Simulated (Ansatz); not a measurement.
Abridged output of a molecular run in Ansatz:

```
Functional definition: HF
1011 factors; integrals over basis functions are off by at most 9.4e-4 eV
mean field evaluation 1: about -9170.7914 eV, gradient 3.2e1 eV
mean field evaluation 2: about -9170.7936 eV, gradient 3.2e1 eV
mean field evaluation 4: about -9175.6975 eV, gradient 2.9e0 eV
mean field evaluation 8: about -9175.8503 eV, gradient 2.2e-1 eV
mean field -9175.85194276 eV, -337.2063392804 hartree, gradient 4.8e-6 eV, S^2 0.754164; 0 other end points of the search recorded, 0 dependent functions left out
7 core orbitals not correlated: weight in the atoms' cores, before any rotation towards them, 1.000 or more for the frozen orbitals, at most 0.000 for the correlated occupied ones
reference -9175.85194276 eV, -337.2063392804 hartree; 9, 8 occupied and 158, 159 virtual orbitals, 1011 factors
second order -12.43404354 eV of doubles, -0.00000000 eV of singles
cycle   1  -12.84917378 eV  change   -4.2e-1 eV  update   7.1e-2
cycle   2  -13.14555190 eV  change   -3.0e-1 eV  update   2.3e-2
cycle   3  -13.20657226 eV  change   -6.1e-2 eV  update   1.2e-2
cycle   4  -13.20206630 eV  change    4.5e-3 eV  update   4.3e-3
cycle   5  -13.20120543 eV  change    8.6e-4 eV  update   2.2e-3
cycle   6  -13.20120687 eV  change   -1.4e-6 eV  update   7.2e-4
cycle   7  -13.20120954 eV  change   -2.7e-6 eV  update   2.6e-4
cycle   8  -13.20129723 eV  change   -8.8e-5 eV  update   1.1e-4
cycle   9  -13.20129093 eV  change    6.3e-6 eV  update   4.6e-5
cycle  10  -13.20127740 eV  change    1.4e-5 eV  update   1.8e-5
perturbative correction -0.50099624 eV, -0.0184112722 hartree
Total energy: -9189.55421640 eV, -337.7098885490 hartree
Checks for a lower state left out: cluster_reference
```

Its atoms:

Cartesian coordinates in Å:
```
C -0.8988 1.0870 0.0363
Al 0.8591 0.3579 -0.4713
N 1.1929 -1.3419 -0.0721
H -1.4042 0.4142 0.7363
H -1.5341 1.2008 -0.8475
H -0.8119 2.0714 0.5025
H 2.0461 -1.8313 -0.2885
H 0.5509 -1.9581 0.4044
```

Problem. Which basis set was used?
A. def2-SVPD
B. def2-SVP
C. def2-QZVPP
D. def2-TZVPP

Solution. D. It gives 174 functions.

Problem. Write the keys of the input that set method, charge and spin (a neutral closed shell needs none for the last two).

Solution. 
```yaml
magnetization: {spin_polarized: true, initial_magnetization: 1}
correlation: {method: ccsd_t}
scf: {omitted_lower_state_checks: [cluster_reference]}
```
